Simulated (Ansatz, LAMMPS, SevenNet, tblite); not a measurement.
**Lattice constant a of wurtzite CdS: levels of theory against measurement**

Reference value: 4.136 Å (measured, temperature not stated, no zero-point or thermal correction; as tabulated in Biswas et al. (2022), arXiv:2106.08875).

What do Stillinger–Weber CdTeZnSeHgS0.sw, GFN2-xTB, SevenNet-0, LDA, PBE, PBE-D4, rVV10, r²SCAN, HSE06 give, and how far is each from the reference?


```
level (code)                               value (Å)  difference (%)
-----------------------------------------  ---------  --------------
Stillinger–Weber CdTeZnSeHgS0.sw (LAMMPS)      4.126           -0.24
GFN2-xTB (tblite)                              4.296           +3.87
SevenNet-0                                     4.205           +1.67
LDA (Ansatz)                                   4.074           -1.50
PBE (Ansatz)                                   4.196           +1.45
PBE-D4 (Ansatz)                                4.143           +0.17
rVV10 (Ansatz)                                 4.198           +1.50
r²SCAN (Ansatz)                                4.164           +0.68
HSE06 (Ansatz)                                 4.169           +0.80
```

Leaving aside Stillinger–Weber CdTeZnSeHgS0.sw (doubt noted below): The reference's temperature isn't stated, so close values are not ranked against it. Off by more than 1.25 %, or 1.75 % on the side where a correction would as a rule narrow the miss (bounds picked here): GFN2-xTB (+3.87 %), SevenNet-0 (+1.67 %), rVV10 (+1.50 %), PBE (+1.45 %).

The measured value isn't corrected to a static lattice, so vibrations enter the comparison.  Stillinger–Weber CdTeZnSeHgS0.sw: the potential file covers more elements than this solid holds. GFN2-xTB: the method was fitted mainly to molecules. GFN2-xTB: the run uses a supercell at the zone centre in place of a k mesh. Cutoffs and k meshes differ between the levels. Ansatz's density-functional and Hartree–Fock values are scalar-relativistic unless marked +SOC, with PAW data made under PBE.

Empirical potentials (Stillinger–Weber CdTeZnSeHgS0.sw) are fitted to chosen data: where that held the value shown, agreement is built in, and what lay outside the fit can be far off. Machine-learned potentials (SevenNet-0) are trained on DFT data: a solid inside that data is no test of them.

Differences are worked out from the printed values.

Ansatz is a program for electronic structure.
